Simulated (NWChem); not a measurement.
# HS anion

Computed with NWChem. Coordinates come from a B3LYP/def2-SVPD optimisation. Level: PBE0/def2-SVPD; rows give the wavelength of the field.

```tsv
field	isotropic polarisability (bohr³)	anisotropy (bohr³)
static	45.4	11.0
1065 nm	46.7	12.4
589 nm	50.6	16.5
```
